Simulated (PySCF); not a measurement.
How methods differ on the electron affinity of F

F⁻ [Ne] (1S) → F [He] 2s2 2p5 (2P), as a difference of total energies. Computed with PySCF 2.14 in aug-cc-pCVQZ-DK, with the spin-free X2C one-electron Hamiltonian (Gaussian nucleus). Correlated levels: valence: 1s2 frozen; valence and next inner shell: nothing frozen. The calculations carry no spin-orbit coupling.

```json
{"method": "UHF", "electron affinity (eV)": "1.168"}
{"method": "LDA", "electron affinity (eV)": "4.117"}
{"method": "PBE", "electron affinity (eV)": "3.646"}
{"method": "PBE0", "electron affinity (eV)": "3.228"}
{"method": "r2SCAN", "electron affinity (eV)": "3.295"}
{"method": "BLYP", "electron affinity (eV)": "3.667"}
{"method": "HSE06", "electron affinity (eV)": "3.234"}
{"method": "M06-2X", "electron affinity (eV)": "3.262"}
{"method": "MP2 (valence)", "electron affinity (eV)": "3.704"}
{"method": "SCS-MP2 (valence)", "electron affinity (eV)": "3.527"}
{"method": "MP2 (valence and next inner shell)", "electron affinity (eV)": "3.710"}
{"method": "SCS-MP2 (valence and next inner shell)", "electron affinity (eV)": "3.530"}
```

How much does correlation contribute at MP2 (valence and next inner shell)?

3.710 − (1.168) = 2.542 eV, measured against UHF.

A first-order spin-orbit estimate (lowest level to lowest level, LS coupling) adds -0.017 eV.

Errors of the correlated levels include the incompleteness of this basis and the frozen core.

In the anion the highest occupied orbital energy is positive at LDA, PBE, r2SCAN, BLYP, HSE06, a self-interaction effect; the basis confines that electron, and the energy difference can still be sensible.

For comparison: 3.401 eV (measured; photodetachment measurements, as compiled on the Wikipedia data page of electron affinities).
